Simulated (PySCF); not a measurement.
**H2SSi at other levels of theory**

What do other methods print for H2SSi?

Computed with PySCF 2.14.0. Level: each script names its method and basis.

### 1 Starting geometry

H2SSi: 4 atoms, charge 0, spin multiplicity 1.

Bond lengths: Si1–S2 1.996 Å, Si1–H3 1.530 Å, Si1–H4 1.530 Å. Angles: S2–Si1–H3 125.0°, S2–Si1–H4 125.0°, H3–Si1–H4 109.9°.

Geometry (Å):

```
Si    0.9125    0.0000    0.4122
S    -0.9065    0.0000   -0.4095
H     1.1970    0.0000    1.9153
H     2.2284    0.0000   -0.3678
```

### 2 Base script

File input.py:

```python
from pyscf import gto, scf, mp

mol = gto.M(
    atom='Si 0.9125 0 0.4122; S -0.9065 0 -0.4095; H 1.197 0 1.9153; H 2.2284 0 -0.3678',
    basis='3-21g',
    charge=0,
    spin=0,
    verbose=4,
)
mf = scf.RHF(mol)
mf.kernel()
mp.MP2(mf, frozen=10).kernel()
mf.dip_moment()
print('orbital energies (hartree):', mf.mo_energy[..., max(0, mol.nelec[1]-3):mol.nelec[0]+3].round(4))
```

Started as:

```
$ OMP_NUM_THREADS=1 python input.py
```

Output, cut to the lines that bear on the results:

```text
[lines on the frontier levels of each cycle are left out]
PySCF version 2.14.0

[INPUT] verbose = 4
[INPUT] num. atoms = 4
[INPUT] num. electrons = 32
[INPUT] charge = 0
[INPUT] spin (= nelec alpha-beta = 2S) = 0
[INPUT] symmetry False subgroup None
[INPUT] Mole.unit = angstrom
[INPUT] Symbol           X                Y                Z      unit          X                Y                Z       unit  Magmom
[INPUT]  1 Si     0.912500000000   0.000000000000   0.412200000000 AA    1.724375088666   0.000000000000   0.778945108546 Bohr   0.0
[INPUT]  2 S     -0.906500000000   0.000000000000  -0.409500000000 AA   -1.713036731918   0.000000000000  -0.773842848009 Bohr   0.0
[INPUT]  3 H      1.197000000000   0.000000000000   1.915300000000 AA    2.262002171104   0.000000000000   3.619392446379 Bohr   0.0
[INPUT]  4 H      2.228400000000   0.000000000000  -0.367800000000 AA    4.211065695981   0.000000000000  -0.695041268615 Bohr   0.0

nuclear repulsion = 74.6853996781116
number of shells = 18
number of NR pGTOs = 60
number of NR cGTOs = 30
basis = 3-21g
ecp = {}

******** <class 'pyscf.scf.hf.RHF'> ********
method = RHF
initial guess = minao
damping factor = 0
level_shift factor = 0
DIIS = <class 'pyscf.scf.diis.CDIIS'>
diis_start_cycle = 1
diis_space = 8
diis_damp = 0
SCF conv_tol = 1e-09
SCF conv_tol_grad = None
SCF max_cycles = 50
direct_scf = True
direct_scf_tol = 1e-13
Set gradient conv threshold to 3.16228e-05
Initial guess from minao.
init E= -683.532052580311
cycle= 1 E= -684.032603921997  delta_E= -0.501  |g|= 0.377  |ddm|= 1.74
cycle= 2 E= -684.072557467401  delta_E= -0.04  |g|= 0.288  |ddm|= 1.11
cycle= 3 E= -684.1025629784  delta_E= -0.03  |g|= 0.0202  |ddm|= 0.472
cycle= 4 E= -684.102903600595  delta_E= -0.000341  |g|= 0.00573  |ddm|= 0.0525
cycle= 5 E= -684.102942182875  delta_E= -3.86e-05  |g|= 0.00208  |ddm|= 0.0213
cycle= 6 E= -684.102949417451  delta_E= -7.23e-06  |g|= 0.000842  |ddm|= 0.0106
cycle= 7 E= -684.102950488955  delta_E= -1.07e-06  |g|= 0.000233  |ddm|= 0.00427
cycle= 8 E= -684.10295057666  delta_E= -8.77e-08  |g|= 4.7e-05  |ddm|= 0.00132
cycle= 9 E= -684.102950580499  delta_E= -3.84e-09  |g|= 4.41e-06  |ddm|= 0.00033
cycle= 10 E= -684.102950580515  delta_E= -1.59e-11  |g|= 6.05e-07  |ddm|= 1.62e-05
Extra cycle  E= -684.102950580514  delta_E= 2.27e-13  |g|= 2.01e-07  |ddm|= 2.14e-06
converged SCF energy = -684.102950580514

******** <class 'pyscf.mp.mp2.RMP2'> ********
nocc = 6, nmo = 20
frozen orbitals 10
E(RMP2) = -684.219425520978  E_corr = -0.116474940463874
E(SCS-RMP2) = -684.222104215096  E_corr = -0.119153634581536
E_corr(same-spin) = -0.0237880315097464
E_corr(oppo-spin) = -0.0926869089541279
Dipole moment(X, Y, Z, Debye):  3.66368, -0.00000,  1.65481
orbital energies (hartree): [-0.4629 -0.3776 -0.363   0.0007  0.121   0.1874]
```

Run time: 2.1 s. Hardware: 1 thread of Arm Neoverse N1, shared host; peak memory 0.11 GiB.

Base result: E(SCF) = -684.102951 Eh, 10 cycles, E(MP2) − E(SCF) = -0.11647 Eh, μ = 4.02 D (of the SCF density).

### 3 SCF alone

Edit 1 changes step after the SCF: mp2 → none.

Changes to input.py since step 2:

```diff
@@ -1,2 +1,2 @@
-from pyscf import gto, scf, mp
+from pyscf import gto, scf
 
@@ -11,3 +11,2 @@
 mf.kernel()
-mp.MP2(mf, frozen=10).kernel()
 mf.dip_moment()
```

Started as:

```
$ OMP_NUM_THREADS=1 python input.py
```

Output, cut to the lines that bear on the results:

```text
[lines on the frontier levels of each cycle are left out]
[... 38 set-up lines left out, the same as in an earlier log ...]
init E= -683.532052580311
cycle= 1 E= -684.032603921997  delta_E= -0.501  |g|= 0.377  |ddm|= 1.74
cycle= 2 E= -684.072557467401  delta_E= -0.04  |g|= 0.288  |ddm|= 1.11
cycle= 3 E= -684.1025629784  delta_E= -0.03  |g|= 0.0202  |ddm|= 0.472
cycle= 4 E= -684.102903600595  delta_E= -0.000341  |g|= 0.00573  |ddm|= 0.0525
cycle= 5 E= -684.102942182875  delta_E= -3.86e-05  |g|= 0.00208  |ddm|= 0.0213
cycle= 6 E= -684.102949417451  delta_E= -7.23e-06  |g|= 0.000842  |ddm|= 0.0106
cycle= 7 E= -684.102950488955  delta_E= -1.07e-06  |g|= 0.000233  |ddm|= 0.00427
cycle= 8 E= -684.10295057666  delta_E= -8.77e-08  |g|= 4.7e-05  |ddm|= 0.00132
cycle= 9 E= -684.102950580499  delta_E= -3.84e-09  |g|= 4.41e-06  |ddm|= 0.00033
cycle= 10 E= -684.102950580515  delta_E= -1.59e-11  |g|= 6.05e-07  |ddm|= 1.62e-05
Extra cycle  E= -684.102950580514  delta_E= 2.27e-13  |g|= 2.01e-07  |ddm|= 2.14e-06
converged SCF energy = -684.102950580514
Dipole moment(X, Y, Z, Debye):  3.66368, -0.00000,  1.65481
orbital energies (hartree): [-0.4629 -0.3776 -0.363   0.0007  0.121   0.1874]
```

Wall time 1.4 s (1 thread of Arm Neoverse N1, shared host); peak memory 0.14 GiB.

Outcome: E(SCF) = -684.102951 Eh (no change), 10 cycles, μ = 4.02 D.

### 4 Stability test

Edit 2 changes step after the SCF: mp2 → stability.

Changes to input.py since step 2:

```diff
@@ -1,2 +1,2 @@
-from pyscf import gto, scf, mp
+from pyscf import gto, scf
 
@@ -11,3 +11,3 @@
 mf.kernel()
-mp.MP2(mf, frozen=10).kernel()
+mf.stability(internal=True, external=True)
 mf.dip_moment()
```

Started as:

```
$ OMP_NUM_THREADS=1 python input.py
```

Output, cut to the lines that bear on the results:

```text
[lines on the frontier levels of each cycle are left out]
[... 38 set-up lines left out, the same as in an earlier log ...]
init E= -683.532052580311
cycle= 1 E= -684.032603921997  delta_E= -0.501  |g|= 0.377  |ddm|= 1.74
cycle= 2 E= -684.072557467401  delta_E= -0.04  |g|= 0.288  |ddm|= 1.11
cycle= 3 E= -684.1025629784  delta_E= -0.03  |g|= 0.0202  |ddm|= 0.472
cycle= 4 E= -684.102903600595  delta_E= -0.000341  |g|= 0.00573  |ddm|= 0.0525
cycle= 5 E= -684.102942182875  delta_E= -3.86e-05  |g|= 0.00208  |ddm|= 0.0213
cycle= 6 E= -684.102949417451  delta_E= -7.23e-06  |g|= 0.000842  |ddm|= 0.0106
cycle= 7 E= -684.102950488955  delta_E= -1.07e-06  |g|= 0.000233  |ddm|= 0.00427
cycle= 8 E= -684.10295057666  delta_E= -8.77e-08  |g|= 4.7e-05  |ddm|= 0.00132
cycle= 9 E= -684.102950580499  delta_E= -3.84e-09  |g|= 4.41e-06  |ddm|= 0.00033
cycle= 10 E= -684.102950580515  delta_E= -1.59e-11  |g|= 6.05e-07  |ddm|= 1.62e-05
Extra cycle  E= -684.102950580514  delta_E= 2.27e-13  |g|= 2.01e-07  |ddm|= 2.14e-06
converged SCF energy = -684.102950580514
rhf_internal: lowest eigs of H = [0.48265117 0.68980119 0.79661568]
<class 'pyscf.scf.hf.RHF'> wavefunction is stable in the internal stability analysis
rhf_real2complex: lowest eigs of H = [0.10668644 0.16673937 0.17158945]
<class 'pyscf.scf.hf.RHF'> wavefunction is stable in the real -> complex stability analysis
rhf_external: lowest eigs of H = [0.0008388  0.08907496 0.11657968]
<class 'pyscf.scf.hf.RHF'> wavefunction is stable in the RHF/RKS -> UHF/UKS stability analysis
Dipole moment(X, Y, Z, Debye):  3.66368, -0.00000,  1.65481
orbital energies (hartree): [-0.4629 -0.3776 -0.363   0.0007  0.121   0.1874]
```

It took 1.5 s on 1 thread of Arm Neoverse N1, shared host.

Result: E(SCF) = -684.102951 Eh (no change), 10 cycles, μ = 4.02 D, internal stable; real -> complex stable; RHF/RKS -> UHF/UKS stable.

### 5 CISD

Edit 3 changes step after the SCF: mp2 → cisd; frozen orbitals: 10 → none.

Changes to input.py since step 2:

```diff
@@ -1,2 +1,2 @@
-from pyscf import gto, scf, mp
+from pyscf import gto, scf, ci
 
@@ -11,3 +11,3 @@
 mf.kernel()
-mp.MP2(mf, frozen=10).kernel()
+ci.CISD(mf).kernel()
 mf.dip_moment()
```

Started as:

```
$ OMP_NUM_THREADS=1 python input.py
```

Output, cut to the lines that bear on the results:

```text
[lines on the frontier levels of each cycle are left out]
[... 38 set-up lines left out, the same as in an earlier log ...]
init E= -683.532052580311
cycle= 1 E= -684.032603921997  delta_E= -0.501  |g|= 0.377  |ddm|= 1.74
cycle= 2 E= -684.072557467401  delta_E= -0.04  |g|= 0.288  |ddm|= 1.11
cycle= 3 E= -684.1025629784  delta_E= -0.03  |g|= 0.0202  |ddm|= 0.472
cycle= 4 E= -684.102903600595  delta_E= -0.000341  |g|= 0.00573  |ddm|= 0.0525
cycle= 5 E= -684.102942182875  delta_E= -3.86e-05  |g|= 0.00208  |ddm|= 0.0213
cycle= 6 E= -684.102949417451  delta_E= -7.23e-06  |g|= 0.000842  |ddm|= 0.0106
cycle= 7 E= -684.102950488955  delta_E= -1.07e-06  |g|= 0.000233  |ddm|= 0.00427
cycle= 8 E= -684.10295057666  delta_E= -8.77e-08  |g|= 4.7e-05  |ddm|= 0.00132
cycle= 9 E= -684.102950580499  delta_E= -3.84e-09  |g|= 4.41e-06  |ddm|= 0.00033
cycle= 10 E= -684.102950580515  delta_E= -1.59e-11  |g|= 6.05e-07  |ddm|= 1.62e-05
Extra cycle  E= -684.102950580514  delta_E= 2.27e-13  |g|= 2.01e-07  |ddm|= 2.14e-06
converged SCF energy = -684.102950580514

******** <class 'pyscf.ci.cisd.RCISD'> ********
CISD nocc = 16, nmo = 30
max_cycle = 50
direct = 0
conv_tol = 1e-09
max_cycle = 50
max_space = 12
lindep = 0
nroots = 1
Init t2, MP2 energy = -0.127401964294819
RCISD converged
E(RCISD) = -684.239379766484  E_corr = -0.1364291859697306
Dipole moment(X, Y, Z, Debye):  3.66368, -0.00000,  1.65481
orbital energies (hartree): [-0.4629 -0.3776 -0.363   0.0007  0.121   0.1874]
```

Wall time 1.6 s (1 thread of Arm Neoverse N1, shared host).

Result: E(SCF) = -684.102951 Eh (no change), 10 cycles, E(CISD) − E(SCF) = -0.13643 Eh, μ = 4.02 D (of the SCF density).

### 6 EOM-IP

Edit 4 changes step after the SCF: mp2 → eomip; number of roots: none → 5.

Changes to input.py since step 2:

```diff
@@ -1,2 +1,2 @@
-from pyscf import gto, scf, mp
+from pyscf import gto, scf, cc
 
@@ -11,3 +11,6 @@
 mf.kernel()
-mp.MP2(mf, frozen=10).kernel()
+mycc = cc.CCSD(mf, frozen=10)
+mycc.kernel()
+e = mycc.ipccsd(nroots=5)[0]
+print('roots (eV) =', (e*27.211386).round(3))
 mf.dip_moment()
```

Started as:

```
$ OMP_NUM_THREADS=1 python input.py
```

Output:

```text
[... 38 set-up lines left out, the same as in an earlier log ...]
init E= -683.532052580311
  HOMO = -0.295690462748035  LUMO = -0.0436111546707574  gap/eV = 6.85943
cycle= 1 E= -684.032603921997  delta_E= -0.501  |g|= 0.377  |ddm|= 1.74
  HOMO = -0.295131953514632  LUMO = -0.027902584789564  gap/eV = 7.27168
cycle= 2 E= -684.072557467401  delta_E= -0.04  |g|= 0.288  |ddm|= 1.11
  HOMO = -0.361951886104647  LUMO = -0.00874355707084318  gap/eV = 9.61129
cycle= 3 E= -684.1025629784  delta_E= -0.03  |g|= 0.0202  |ddm|= 0.472
  HOMO = -0.359861779120964  LUMO = 0.00204166287397656  gap/eV = 9.84789
cycle= 4 E= -684.102903600595  delta_E= -0.000341  |g|= 0.00573  |ddm|= 0.0525
  HOMO = -0.362280555796452  LUMO = 0.000555068332265485  gap/eV = 9.87326
cycle= 5 E= -684.102942182875  delta_E= -3.86e-05  |g|= 0.00208  |ddm|= 0.0213
  HOMO = -0.362706748147256  LUMO = 0.000511414783935793  gap/eV = 9.88367
cycle= 6 E= -684.102949417451  delta_E= -7.23e-06  |g|= 0.000842  |ddm|= 0.0106
  HOMO = -0.362994428717443  LUMO = 0.000660450790004763  gap/eV = 9.89555
cycle= 7 E= -684.102950488955  delta_E= -1.07e-06  |g|= 0.000233  |ddm|= 0.00427
  HOMO = -0.363035829925157  LUMO = 0.000648300160264181  gap/eV = 9.89635
cycle= 8 E= -684.10295057666  delta_E= -8.77e-08  |g|= 4.7e-05  |ddm|= 0.00132
  HOMO = -0.363039463482453  LUMO = 0.000655401496027608  gap/eV = 9.89664
cycle= 9 E= -684.102950580499  delta_E= -3.84e-09  |g|= 4.41e-06  |ddm|= 0.00033
  HOMO = -0.363039064245334  LUMO = 0.000654058858966966  gap/eV = 9.89659
cycle= 10 E= -684.102950580515  delta_E= -1.59e-11  |g|= 6.05e-07  |ddm|= 1.62e-05
  HOMO = -0.363038906951387  LUMO = 0.000654077366100791  gap/eV = 9.89659
Extra cycle  E= -684.102950580514  delta_E= 2.27e-13  |g|= 2.01e-07  |ddm|= 2.14e-06
converged SCF energy = -684.102950580514

******** <class 'pyscf.cc.ccsd.CCSD'> ********
CC2 = 0
CCSD nocc = 6, nmo = 20
frozen orbitals 10
max_cycle = 50
direct = 0
conv_tol = 1e-07
conv_tol_normt = 1e-05
diis_space = 6
diis_start_cycle = 0
diis_start_energy_diff = 1e+09
Init t2, MP2 energy = -684.219425517413  E_corr(MP2) -0.116474936898475
Init E_corr(CCSD) = -0.116474936898497
cycle = 1  E_corr(CCSD) = -0.126420511162357  dE = -0.00994557426  norm(t1,t2) = 0.069572
cycle = 2  E_corr(CCSD) = -0.133320772956613  dE = -0.00690026179  norm(t1,t2) = 0.027399
cycle = 3  E_corr(CCSD) = -0.135218499906078  dE = -0.00189772695  norm(t1,t2) = 0.0160042
cycle = 4  E_corr(CCSD) = -0.137126251730485  dE = -0.00190775182  norm(t1,t2) = 0.00782836
cycle = 5  E_corr(CCSD) = -0.136836021871965  dE = 0.000290229859  norm(t1,t2) = 0.00216234
cycle = 6  E_corr(CCSD) = -0.136840311989049  dE = -4.29011708e-06  norm(t1,t2) = 0.000369551
cycle = 7  E_corr(CCSD) = -0.136844004826254  dE = -3.69283721e-06  norm(t1,t2) = 0.000135022
cycle = 8  E_corr(CCSD) = -0.136843009832392  dE = 9.94993862e-07  norm(t1,t2) = 3.41238e-05
cycle = 9  E_corr(CCSD) = -0.136842980457245  dE = 2.9375147e-08  norm(t1,t2) = 1.25166e-05
cycle = 10  E_corr(CCSD) = -0.136842960723836  dE = 1.97334095e-08  norm(t1,t2) = 3.20297e-06
CCSD converged
E(CCSD) = -684.2397935412381  E_corr = -0.1368429607238356

******** <class 'pyscf.cc.eom_rccsd.EOMIP'> ********
max_space = 20
max_cycle = 50
conv_tol = 1e-07
partition = None
EOM-CCSD root 0 E = 0.3269796552841014  qpwt = 0.951967  conv = True
EOM-CCSD root 1 E = 0.37149360952653  qpwt = 0.946472  conv = True
EOM-CCSD root 2 E = 0.4315807424320857  qpwt = 0.951939  conv = True
EOM-CCSD root 3 E = 0.4862092922917515  qpwt = 0.917032  conv = True
EOM-CCSD root 4 E = 0.5826579724684027  qpwt = 0.00339324  conv = True
roots (eV) = [ 8.898 10.109 11.744 13.23  15.855]
Dipole moment(X, Y, Z, Debye):  3.66368, -0.00000,  1.65481
orbital energies (hartree): [-0.4629 -0.3776 -0.363   0.0007  0.121   0.1874]
```

Run time: 1.6 s. Hardware: 1 thread of Arm Neoverse N1, shared host.

Outcome: E(SCF) = -684.102951 Eh (no change), 10 cycles, E(CCSD) − E(SCF) = -0.13684 Eh, μ = 4.02 D, ionisation roots 8.898, 10.109, 11.744, 13.230, 15.855 eV.

### 7 Comparison

| run | E(SCF) (hartree) | from base (eV) | cycles | gap (eV) | SCF dipole (D) | after the SCF |
| --- | --- | --- | --- | --- | --- | --- |
| base | -684.102951 | 0 | 10 | 9.90 | 4.02 | MP2 correlation -3.169 eV, core frozen |
| SCF alone | -684.102951 | 0.0000 | 10 | 9.90 | 4.02 | n/a |
| stability test | -684.102951 | 0.0000 | 10 | 9.90 | 4.02 | stable |
| CISD | -684.102951 | 0.0000 | 10 | 9.90 | 4.02 | CISD correlation -3.712 eV |
| EOM-IP | -684.102951 | 0.0000 | 10 | 9.90 | 4.02 | CCSD correlation -3.724 eV, core frozen, first root 8.90 eV |

Wall time on 1 thread of Arm Neoverse N1, shared host, start-up included: base 2.1 s; SCF alone 1.4 s; stability test 1.5 s; CISD 1.6 s; EOM-IP 1.6 s.

**Reading.** Total energies from different bases, Hamiltonians or methods carry different errors, so properties are taken as differences within one set-up.
